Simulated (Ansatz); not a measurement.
# BH₃ (triplet): wave-function methods side by side, aug-cc-pVDZ

Aim: climb from Hartree-Fock through coupled cluster and multireference methods for BH₃ (triplet) at one geometry and basis, and see what each rung misses.

Computed with Ansatz 0.2.0, Gaussian basis. Level: aug-cc-pVDZ, core rule «outside noble gas», up to 1 orbitals frozen.

Plan: UHF; CCSD(T) on ROHF; CCSD(T) on UHF; BCCD(T) on ROHF; CISD; CCSDT(Q) on ROHF; CCSDT(Q) on UHF; CASSCF and MRCISD+Q, 6 electrons in 7 orbitals; CASSCF and NEVPT4(SD), 6 electrons in 7 orbitals; CASSCF and NEVPT2, 6 electrons in 7 orbitals.

20 further runs of the same task are left out: 4 for a known fault of the program, 8 that didn't finish, 8 set aside as unsound or not needed.

## (1) What is computed

The geometry is a PBE0/def2-TZVPD stationary point (not a proven minimum) of the parent state, kept for this charge and spin.

4 atoms, charge 0, spin multiplicity 3.

Atoms are counted from 1 here; the program's logs count them from 0.

Bond lengths: B1–H2 1.216 Å, B1–H3 1.216 Å, B1–H4 1.216 Å. Angles: H2–B1–H3 120.0°, H2–B1–H4 120.0°, H3–B1–H4 120.0°.

## (2) UHF

in.yaml

```yaml
crystal:
  periodic: [false, false, false]
  atoms:
    - {symbol: B, position_ang: [0.000000, 0.000000, 0.000000]}
    - {symbol: H, position_ang: [1.215774, 0.014597, 0.003233]}
    - {symbol: H, position_ang: [-0.620523, 1.045595, -0.003567]}
    - {symbol: H, position_ang: [-0.595251, -1.060192, 0.000333]}
basis:
  gaussian: {orbitals: aug-cc-pVDZ}
magnetization: {spin_polarized: true, initial_magnetization: 2}
hamiltonian: {xc: hf}
output: {orbitals: {seedname: orbitals}}
```

Command:

```console
ansatz run in.yaml --threads 1 --pin off --events-out ev --progress --plain --max-ram 2393MiB
```

The runs that follow: CCSD(T) on ROHF; CCSD(T) on UHF; BCCD(T) on ROHF; CISD; CCSDT(Q) on ROHF; CCSDT(Q) on UHF; CASSCF and MRCISD+Q, 6 electrons in 7 orbitals; CASSCF and NEVPT4(SD), 6 electrons in 7 orbitals; CASSCF and NEVPT2, 6 electrons in 7 orbitals.

Q: Predict the results of all the runs planned. Wanted: UCCSDT(Q) below the RHF energy; RMP2 from UCCSDT(Q); UMP2 from UCCSDT(Q); RCCSD from UCCSDT(Q); RCCSD(T) from UCCSDT(Q); UCCSD(T) from UCCSDT(Q); RCCSDT(Q) from UCCSDT(Q); NEVPT2 valence from UCCSDT(Q); NEVPT4(SD) valence from UCCSDT(Q).

**Answer**, as computed:

```
                         quantity                                                                     value
   UCCSDT(Q) below the RHF energy                                                                -3.3208 eV
              RMP2 from UCCSDT(Q)                                                              +73.3 kJ/mol
              UMP2 from UCCSDT(Q)                                                              +76.5 kJ/mol
             RCCSD from UCCSDT(Q)                                                              +10.4 kJ/mol
          RCCSD(T) from UCCSDT(Q)                                                               +2.3 kJ/mol
          UCCSD(T) from UCCSDT(Q)                                                               +2.2 kJ/mol
         RCCSDT(Q) from UCCSDT(Q)                                                               +0.1 kJ/mol
    NEVPT2 valence from UCCSDT(Q)                                                              +52.7 kJ/mol
NEVPT4(SD) valence from UCCSDT(Q)                                                               +8.2 kJ/mol
  MRCISD+Q valence from UCCSDT(Q)                                                               +1.6 kJ/mol
levels within 1 kcal/mol (43 meV)  RCCSD(T), UCCSD(T), BCCD(T), RCCSDT, UCCSDT, RCCSDT(Q), MRCISD+Q valence
                    T1 diagnostic                                                                     0.021
   effectively unpaired electrons                                                                      2.01
```

RCCSD(T) misses by +2.3 kJ/mol, 0.7 % of the correlation energy. One determinant dominates. Of the multireference levels listed MRCISD+Q valence comes nearest in total energy (+1.6 kJ/mol), which doesn't show that its space is the better one. Coupled cluster took another determinant than the lowest Hartree-Fock one. These misses are within one basis, not against nature; the frozen cores of restricted and unrestricted runs differ, which can shift their rows.
